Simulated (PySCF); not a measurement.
Excitation energies in several basis sets

Species: 3-methoxypropionitrile, C4H7NO.
SMILES: `COCCC#N`

TDDFT with PBE0 (PySCF), vertical singlets, core orbitals frozen in the response, spherical d and f functions. Isolated species at its PBE0-D3(BJ)/def2-SVP geometry (one conformer only).

```tsv
basis	functions	diffuse	S1 (eV)	S2 (eV)	S3 (eV)	S4 (eV)	S5 (eV)	LUMO (eV)	α (au)
6-31G*	98	no	7.72	7.79	8.07	8.19	8.22	1.10	48.4
def2-SVP	119	no	7.70	7.79	8.03	8.05	8.21	0.93	49.3
6-31+G*	122	yes	7.00	7.51	7.67	7.72	7.85	0.18	54.3
def2-SVPD	179	yes	7.20	7.68	7.73	7.94	7.99	0.34	58.5
aug-cc-pVDZ	201	yes	6.66	7.22	7.42	7.50	7.63	-0.26	60.1
def2-TZVP	228	no	7.44	7.67	7.76	7.95	8.06	0.60	56.5
def2-TZVPD	288	yes	6.87	7.49	7.64	7.76	7.79	0.00	60.0
```

Task: How much do these states and the polarisability depend on the basis?

Result: States are compared by their number. Against the largest diffuse basis here (def2-TZVPD, itself not a converged limit), sets without diffuse functions differ by up to 0.85 eV in S1 and 0.42 eV in S5; the smaller diffuse sets differ by up to 0.32 and 0.20 eV. State by state, the largest deviation of a set without diffuse functions is S1 0.85, S2 0.31, S3 0.44, S4 0.43, S5 0.42 eV. The same number needn't mean the same state in each row. Against def2-TZVPD the polarisability deviates by -19% in 6-31G*, -18% in def2-SVP, -10% in 6-31+G*, -3% in def2-SVPD, 0% in aug-cc-pVDZ, -6% in def2-TZVP. A single + in a Pople set puts diffuse functions on heavy atoms only.
